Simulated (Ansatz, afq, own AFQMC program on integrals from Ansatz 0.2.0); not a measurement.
# H3O, doublet: AFQMC among the cluster methods

```tsv
atom	x (Å)	y (Å)	z (Å)
O	-0.1673	-0.0491	0.0000
H	-0.4166	0.8775	0.0000
H	1.0627	-0.0491	0.0000
H	2.0097	-0.0491	0.0000
```

Basis cc-pVTZ. Only valence electrons are correlated. AFQMC by an in-house program on the Cholesky factors that Ansatz 0.2.0 writes for its CCSD(T) run. The CISD trial takes its coefficients from CCSD amplitudes. Released means that phaseless walkers are propagated on without the constraint, phases kept. ± is one standard error of the sampling.

Determinant: UHF, the one that the program's search chose, which needn't be the lowest solution. The geometry is a point of a scan.

No full CI on the walks' own integrals is used here; CCSDT(Q) serves as the reference and is uncertain by about the last step of the cluster series.

Cautions: unrestricted determinant slightly spin contaminated (⟨S²⟩ 0.81 against 0.75); the released energies are still falling, so no released level is given (meV from the phaseless value at times in 1/Eh: -4 ± 3 at 0.24, -5.4 ± 2.3 at 0.51, -10 ± 4 at 0.99, -16 ± 4 at 1.62, -16 ± 8 at 2.40), though the last usable value meets CCSDT(Q) within the noise.

* T1 diagnostic: 0.0262
* weight of the determinant in the CISD state: 0.912
* ⟨S²⟩ of the determinant: 0.808
* size of the correlated space: 9 electrons in 71 orbitals

| level | correlation energy (eV) |
| --- | --- |
| MP2 | -7.0949 |
| CCSD | -7.5992 |
| CCSD(T) | -7.8293 |

Problem. Estimate where phaseless AFQMC with a CISD trial lies against CCSD(T) on the same integrals.

Solution. 1.0 ± 0.4 kJ/mol below CCSD(T).

Reference: CCSDT(Q), correlation energy -7.854 eV.

| level | E − E(reference) (kJ/mol) | share of correlation (%) |
| --- | --- | --- |
| CCSD(T) | 2.4 | 99.69 |
| CCSDT | 1.2 | 99.84 |
| ph-AFQMC/CISD | 1.4 ± 0.4 | 99.82 |

A walk keeps the symmetry of its determinant, which the program's search chose and which needn't be the lowest solution, so a lower state of the same spin and another symmetry isn't excluded.
